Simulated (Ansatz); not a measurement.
## Band structure of Mo

```
Mo
1.0
    -1.58002    1.58002    1.58002
     1.58002   -1.58002    1.58002
     1.58002    1.58002   -1.58002
Mo
1
Direct
  0.00000 0.00000 0.00000
```

The structure comes from a relaxation in the same program, started in the bcc type, and has space group Im-3m. Whether it is a known phase or the ground state wasn't checked.

Theory: Ansatz 0.2.0, DFT, PBE, all-electron LAPW, scalar-relativistic.

Settings: a Γ-centred 16×16×16 k mesh, Fermi–Dirac smearing of 0.03 eV, basis error target 0.5 meV/atom, no spin polarisation.

Points in fractions of the reciprocal vectors of this cell: Γ (0, 0, 0), H (0.5, -0.5, 0.5), N (0, 0, 0.5), P (0.25, 0.25, 0.25). The path joins them by straight lines in the order Γ–H–N–Γ–P–H–P–N; legs that retrace an earlier one aren't tabulated. Energies are in eV from the Fermi level.

**Question.** List the levels at P between -20 and 1 eV.

**Answer.** -2.60 (×3).

**Question.** List the levels at Γ between -20 and 1 eV.

**Answer.** -7.20, -1.34 (×3).

**Question.** List the levels at H between -20 and 1 eV.

**Answer.** -5.36 (×2).

**Question.** What is the band gap?

**Answer.** none: bands cross the Fermi level, a metal.
